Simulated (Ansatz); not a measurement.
# H2SO (triplet): from Hartree-Fock to the top rungs at distance O1–H3 along a hydrogen transfer = 1.312 Å, cc-pVDZ

How much of the correlation energy of H2SO (triplet) does each wave-function method recover here?

The runs use Ansatz 0.2.0, Gaussian basis; cc-pVDZ, core rule «outside noble gas», up to 6 orbitals frozen.

Plan: UHF; CCSD(T) on ROHF; CCSD(T) on UHF; BCCD(T) on ROHF; CISD; CCSDT(Q) on ROHF; CCSDT(Q) on UHF; CASSCF and MRCISD+Q, 4 electrons in 4 orbitals; CASSCF and NEVPT2, 4 electrons in 4 orbitals; CASSCF and MRCISD+Q, 14 electrons in 10 orbitals; CASSCF and NEVPT2, 14 electrons in 10 orbitals.

5 further runs of the same task are left out: 5 that didn't finish.

### Step 1. The system

The geometry derives from fragments relaxed apart (PBE0/def2-TZVP) and kept rigid, so it is no stationary point. A hydrogen atom is moved between rigid fragments.

4 atoms, charge 0, spin multiplicity 3.

Atoms are counted from 1 here; the program's logs count them from 0.

Bond lengths: O1–H2 0.960 Å, H3–S4 1.644 Å.

### Step 2. UHF

File in.yaml:

```yaml
crystal:
  periodic: [false, false, false]
  atoms:
    - {symbol: O, position_ang: [-1.004673, -0.231644, 0.000000]}
    - {symbol: H, position_ang: [-1.253982, 0.694932, 0.000000]}
    - {symbol: H, position_ang: [0.307327, -0.231644, 0.000000]}
    - {symbol: S, position_ang: [1.951327, -0.231644, 0.000000]}
basis:
  gaussian: {orbitals: cc-pVDZ}
magnetization: {spin_polarized: true, initial_magnetization: 2}
hamiltonian: {xc: hf}
output: {orbitals: {seedname: orbitals}}
```

Run with:

```
> ansatz run in.yaml --threads 1 --pin off --events-out ev --progress --plain --max-ram 2393MiB
```

After this run come: CCSD(T) on ROHF; CCSD(T) on UHF; BCCD(T) on ROHF; CISD; CCSDT(Q) on ROHF; CCSDT(Q) on UHF; CASSCF and MRCISD+Q, 4 electrons in 4 orbitals; CASSCF and NEVPT2, 4 electrons in 4 orbitals; CASSCF and MRCISD+Q, 14 electrons in 10 orbitals; CASSCF and NEVPT2, 14 electrons in 10 orbitals.

Q: Predict the results of all the runs planned. Wanted: UCCSDT(Q) below the RHF energy; RMP2 from UCCSDT(Q); UMP2 from UCCSDT(Q); RCCSD from UCCSDT(Q); RCCSD(T) from UCCSDT(Q); UCCSD(T) from UCCSDT(Q); RCCSDT(Q) from UCCSDT(Q); NEVPT2 pair from UCCSDT(Q); MRCISD+Q pair from UCCSDT(Q).

The runs gave:

| quantity | value |
| --- | --- |
| UCCSDT(Q) below the RHF energy | -9.6318 eV |
| RMP2 from UCCSDT(Q) | +1242.7 meV |
| UMP2 from UCCSDT(Q) | +1268.4 meV |
| RCCSD from UCCSDT(Q) | +268.6 meV |
| RCCSD(T) from UCCSDT(Q) | +52.9 meV |
| UCCSD(T) from UCCSDT(Q) | +52.1 meV |
| RCCSDT(Q) from UCCSDT(Q) | -0.6 meV |
| NEVPT2 pair from UCCSDT(Q) | +942.1 meV |
| MRCISD+Q pair from UCCSDT(Q) | +119.1 meV |
| NEVPT2 valence from UCCSDT(Q) | +1362.3 meV |
| levels within 1 kcal/mol (43 meV) | RCCSDT, UCCSDT, RCCSDT(Q) |
| T1 diagnostic | 0.053 |
| effectively unpaired electrons | 2.03 |

In words: RCCSD(T) misses by +52.9 meV, 0.5 % of the correlation energy. The occupations are near whole numbers, but T1 = 0.053 shows that the orbitals relax strongly. Of the multireference levels listed MRCISD+Q valence comes nearest in total energy (+53.3 meV), which doesn't show that its space is the better one. Coupled cluster took another determinant than the lowest Hartree-Fock one. These misses are within one basis, not against nature; the frozen cores of restricted and unrestricted runs differ, which can shift their rows.
